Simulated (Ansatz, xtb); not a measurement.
Barrier height from H2 + HS to the transition structure H3S, without zero-point energy, on the benchmark's geometries as Psi4's copy of the set gives them.
Transition structure (charge 0, multiplicity 2):
```
atom    x (Å)    y (Å)   z (Å)
----  -------  -------  ------
H      1.2621  -0.2201  0.0000
S      0.0000   0.2232  0.0000
H     -0.5006  -1.1154  0.0000
H     -0.7615  -2.2349  0.0000
```
Reactant (charge 0, multiplicity 2):
```xyz
2

S      0.00000     0.00000     0.00000
H      1.34020     0.00000     0.00000
```

Open shells are unrestricted; no spin–orbit coupling.

Programs: Ansatz (a first-principles code); xtb for the GFN methods. Values without a source in brackets are computed. The GFN methods have no spin term and hold the electronic entropy of 300 K.

What barrier height does GFN1-xTB give?

2.1 kcal/mol

Predict the barrier height from HF/aug-cc-pV(D+d)Z.

25.2 kcal/mol

Estimate the barrier height that HF/cc-pVDZ returns for this input.

26.4 kcal/mol
